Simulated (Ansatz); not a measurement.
Input file:

```yaml
crystal:
  periodic: [false, false, false]
  atoms:
    - {symbol: Al, position_ang: [-1.000964, 0.022483, 0.000000]}
    - {symbol: H, position_ang: [-1.793888, 1.395868, 0.000000]}
    - {symbol: H, position_ang: [-1.793888, -1.350901, 0.000000]}
    - {symbol: H, position_ang: [0.782036, 0.022483, 0.000000]}
    - {symbol: N, position_ang: [1.969036, 0.022483, 0.000000]}
    - {symbol: H, position_ang: [2.238117, -0.981743, 0.000000]}
basis:
  gaussian: {orbitals: cc-pVDZ}
magnetization: {spin_polarized: false, initial_magnetization: 2}
correlation: {method: bccd_t, electrons: outside_noble_gas}
```

```sh
$ ansatz run in.yaml --threads 1 --pin off --events-out ev --progress --plain --max-ram 2393MiB
```

The program prints:

```
491 factors; integrals over basis functions are off by at most 1.3e-3 eV
mean field evaluation 1: about -8122.6205 eV, gradient 1.5e1 eV
mean field evaluation 2: about -8122.6520 eV, gradient 1.5e1 eV
mean field evaluation 4: about -8123.7003 eV, gradient 2.6e0 eV
mean field evaluation 8: about -8123.7267 eV, gradient 2.1e-1 eV
mean field evaluation 16: about -8122.6209 eV, gradient 1.5e1 eV
mean field evaluation 32: about -8117.4466 eV, gradient 1.1e-3 eV
mean field evaluation 64: about -8121.2664 eV, gradient 4.1e-2 eV
mean field evaluation 96: about -8116.6970 eV, gradient 7.3e0 eV
mean field evaluation 128: about -8121.2665 eV, gradient 4.0e-3 eV
mean field -8123.72742253 eV, -298.5414763178 hartree, gradient 1.7e-6 eV, S^2 2.000000; 4 other end points of the search recorded, 0 dependent functions left out
mean field evaluation 160: about -8121.6854 eV, gradient 1.8e0 eV
determinant -8123.72742253 eV, -298.5414763178 hartree, with singles and doubles -8130.82313247 eV, -298.8022388485 hartree
determinant -8122.02550649 eV, -298.4789320569 hartree, with singles and doubles -8129.30178961 eV, -298.7463305294 hartree
determinant -8121.26645599 eV, -298.4510374655 hartree, with singles and doubles -8128.31176563 eV, -298.7099478192 hartree
6 core orbitals not correlated: weight in the atoms' cores, before any rotation towards them, 1.000 or more for the frozen orbitals, at most 0.000 for the correlated occupied ones
reference -8123.72742253 eV, -298.5414763178 hartree; 7, 5 occupied and 39, 41 virtual orbitals, 491 factors
second order -5.89549409 eV of doubles, -0.16486495 eV of singles
cycle   1  -7.09719956 eV  change   -1.5e-3 eV  update   5.2e-3
cycle   2  -7.09566946 eV  change    1.5e-3 eV  update   2.2e-3
cycle   3  -7.09396897 eV  change    1.7e-3 eV  update   1.3e-3
cycle   4  -7.09366333 eV  change    3.1e-4 eV  update   5.2e-4
cycle   5  -7.09381991 eV  change   -1.6e-4 eV  update   2.3e-4
cycle   6  -7.09382123 eV  change   -1.3e-6 eV  update   1.1e-4
cycle   7  -7.09381128 eV  change    1.0e-5 eV  update   4.6e-5
cycle   8  -7.09381315 eV  change   -1.9e-6 eV  update   1.8e-5
cycle   9  -7.09381179 eV  change    1.4e-6 eV  update   6.9e-6
perturbative correction -0.14732659 eV, -0.0054141525 hartree
Total energy: -8130.96856092 eV, -298.8075832452 hartree
```

For the same geometry and basis UCCSDT(Q) lies 37.7 meV lower.

Ran on 1 thread of Arm Neoverse V2, shared host: 3.5 s wall, 0.16 GiB peak host memory.
